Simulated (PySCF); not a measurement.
# MP2/STO-6G run of SiH4S (sulfanylsilane)

Aim: the vertical singlet–triplet gap of SiH4S (sulfanylsilane) at MP2/STO-6G, from 2 runs. 

Program for the calculation: PySCF 2.14.0.

6 further runs of the same task are left out: 6 set aside as unsound or not needed.

## 1. The structure to begin with

The species is SiH4S (6 atoms), meant as a singlet with charge 0. As SMILES, `[SiH3]S`. The shape is that of a PBE0-D4/def2-TZVP optimisation.

Bond lengths: Si1–S2 2.137 Å, Si1–H3 1.485 Å, Si1–H4 1.482 Å, Si1–H5 1.485 Å, S2–H6 1.344 Å. Angles: Si1–S2–H6 94.7°, S2–Si1–H3 111.6°, S2–Si1–H4 104.8°, S2–Si1–H5 111.6°, H3–Si1–H4 110.0°, H3–Si1–H5 108.8°, H4–Si1–H5 110.0°.

## 2. A single-point energy at MP2/STO-6G

File calc.py:

```python
# [SiH3]S
from pyscf import gto, mp

system = gto.Mole()
system.atom = [
    ('Si', (-0.169800, -0.263400, -0.436000)),
    ('S', (0.907300, -0.012600, 1.392800)),
    ('H', (-1.629800, -0.074300, -0.241600)),
    ('H', (0.108600, -1.658300, -0.852500)),
    ('H', (0.299800, 0.681200, -1.481100)),
    ('H', (0.526100, 1.263300, 1.572300)),
]
system.max_memory = 1860
system.basis = 'sto-6g'
system.verbose = 3
system.charge = 0
system.spin = 0
system.build()

mf = system.RHF()
mf.conv_tol = 1e-10
mf.kernel()
if not mf.converged:
    mf = mf.newton().run(mf.mo_coeff, mf.mo_occ)

pt = mp.MP2(mf, frozen=10).run()
energy = pt.e_tot
print('Final energy', energy)
```

Launch:

```console
OMP_NUM_THREADS=1 python calc.py
```

Output:

```text
converged SCF energy = -686.400764842714
E(RMP2) = -686.465762466122  E_corr = -0.0649976234084222
E(SCS-RMP2) = -686.476362838712  E_corr = -0.0755979959983494
Final energy -686.4657624661222
```

Wall time 0.91 s (1 thread of Arm Neoverse V2, shared host); peak memory 0.12 GiB.

## 3. The triplet, same level

File input.py:

```python
from pyscf import gto, scf, mp

system = gto.M(
    atom='''
Si    -0.320875    -0.497754    -0.823921
S      1.714549    -0.023811     2.632011
H     -3.079876    -0.140407    -0.456558
H      0.205224    -3.133733    -1.610992
H      0.566540     1.287281    -2.798873
H      0.994185     2.387291     2.971216
''',
    max_memory=1860,
    spin=2,
    unit='bohr',
    basis='sto-6g',
    verbose=4,
)

hf = scf.UHF(system)
hf.conv_tol = 1e-10
hf.kernel()
if not hf.converged:
    hf = hf.newton().run(hf.mo_coeff, hf.mo_occ)

pt = mp.MP2(hf, frozen=10).run()
energy = pt.e_tot
print('E(%s) = %.9f' % ('MP2', energy))
```

Launch:

```console
OMP_NUM_THREADS=1 python input.py
```

Output:

```text
PySCF version 2.14.0

[INPUT] num. atoms = 6
[INPUT] num. electrons = 34
[INPUT] charge = 0
[INPUT] spin (= nelec alpha-beta = 2S) = 2
[INPUT] symmetry False subgroup None
[INPUT] Mole.unit = bohr
[INPUT] Symbol           X                Y                Z      unit          X                Y                Z       unit  Magmom
[INPUT]  1 Si    -0.169799737554  -0.263400073444  -0.436000216798 AA   -0.320875000000  -0.497754000000  -0.823921000000 Bohr   0.0
[INPUT]  2 S      0.907300257806  -0.012600238569   1.392800240091 AA    1.714549000000  -0.023811000000   2.632011000000 Bohr   0.0
[INPUT]  3 H     -1.629800191659  -0.074300184654  -0.241600089063 AA   -3.079876000000  -0.140407000000  -0.456558000000 Bohr   0.0
[INPUT]  4 H      0.108599863934  -1.658300088708  -0.852500253374 AA    0.205224000000  -3.133733000000  -1.610992000000 Bohr   0.0
[INPUT]  5 H      0.299800057075   0.681199769250  -1.481099807859 AA    0.566540000000   1.287281000000  -2.798873000000 Bohr   0.0
[INPUT]  6 H      0.526100045439   1.263299993034   1.572299795921 AA    0.994185000000   2.387291000000   2.971216000000 Bohr   0.0

nuclear repulsion = 89.2386232899776
number of shells = 14
number of NR pGTOs = 132
number of NR cGTOs = 22
basis = sto-6g
ecp = {}

******** <class 'pyscf.scf.uhf.UHF'> ********
method = UHF
initial guess = minao
damping factor = 0
level_shift factor = 0
DIIS = <class 'pyscf.scf.diis.CDIIS'>
diis_start_cycle = 1
diis_space = 8
diis_damp = 0
SCF conv_tol = 1e-10
SCF conv_tol_grad = None
SCF max_cycles = 50
direct_scf = True
direct_scf_tol = 1e-13
number electrons alpha = 18  beta = 16
Set gradient conv threshold to 1e-05
init E= -685.865897920806
[... the frontier-level lines of each cycle are left out ...]


cycle= 1 E= -686.086918417643  delta_E= -0.221  |g|= 0.143  |ddm|= 2.62
cycle= 2 E= -686.122540968602  delta_E= -0.0356  |g|= 0.0518  |ddm|= 0.437
cycle= 3 E= -686.12942528773  delta_E= -0.00688  |g|= 0.023  |ddm|= 0.262
cycle= 4 E= -686.131295555821  delta_E= -0.00187  |g|= 0.0127  |ddm|= 0.174
cycle= 5 E= -686.132104935606  delta_E= -0.000809  |g|= 0.00632  |ddm|= 0.148
cycle= 6 E= -686.132362919698  delta_E= -0.000258  |g|= 0.00211  |ddm|= 0.117
cycle= 7 E= -686.132385903565  delta_E= -2.3e-05  |g|= 0.00117  |ddm|= 0.0268
cycle= 8 E= -686.132395357985  delta_E= -9.45e-06  |g|= 0.000603  |ddm|= 0.0219
cycle= 9 E= -686.132397868159  delta_E= -2.51e-06  |g|= 0.000205  |ddm|= 0.0126
cycle= 10 E= -686.132398113341  delta_E= -2.45e-07  |g|= 3.92e-05  |ddm|= 0.00431
cycle= 11 E= -686.13239811821  delta_E= -4.87e-09  |g|= 1.19e-05  |ddm|= 0.000523
cycle= 12 E= -686.132398118559  delta_E= -3.49e-10  |g|= 3.65e-06  |ddm|= 8.49e-05
cycle= 13 E= -686.132398118602  delta_E= -4.34e-11  |g|= 1.66e-06  |ddm|= 3.13e-05
Extra cycle  E= -686.132398118608  delta_E= -5.8e-12  |g|= 1.14e-06  |ddm|= 8.24e-06
converged SCF energy = -686.132398118608  <S^2> = 2.008927  2S+1 = 3.0059454

******** <class 'pyscf.mp.ump2.UMP2'> ********
nocc = (np.int64(8), np.int64(6)), nmo = (12, 12)
frozen orbitals 10
E(UMP2) = -686.185164613551  E_corr = -0.0527664949434801
E(SCS-UMP2) = -686.194450410237  E_corr = -0.0620522916289227
E_corr(same-spin) = -0.00146250265760012
E_corr(oppo-spin) = -0.05130399228588
E(MP2) = -686.185164614
```

It took 0.92 s on 1 thread of Arm Neoverse V2, shared host; peak memory 0.12 GiB.

## 4. Results

Level: MP2/STO-6G, 10 core orbitals frozen.

| quantity | value |
| --- | --- |
| singlet: total energy | -686.46576 Eh |
| singlet: dipole moment (Hartree–Fock density) | 1.18 D |
| singlet: HOMO energy (Hartree–Fock orbitals) | -7.19 eV |
| singlet: LUMO energy (Hartree–Fock orbitals) | 10.80 eV |
| singlet: HOMO–LUMO gap (Hartree–Fock orbitals) | 18.00 eV |
| singlet: correlation energy (10 core orbitals frozen) | -65.0 mEh |
| triplet: total energy | -686.18516 Eh |
| triplet: dipole moment (Hartree–Fock density) | 3.06 D |
| triplet: HOMO energy (Hartree–Fock orbitals) (highest over α and β) | 0.76 eV |
| triplet: LUMO energy (Hartree–Fock orbitals) (lowest over α and β) | 3.84 eV |
| triplet: correlation energy (10 core orbitals frozen) | -52.8 mEh |
| triplet: ⟨S²⟩ of the reference determinant | 2.009 |
| vertical energy of the triplet above the singlet | 7.635 eV |

In words: At this shape the triplet lies 7.64 eV (737 kJ/mol) above the singlet. In a minimal basis such a difference can be off by several eV, whatever the method.
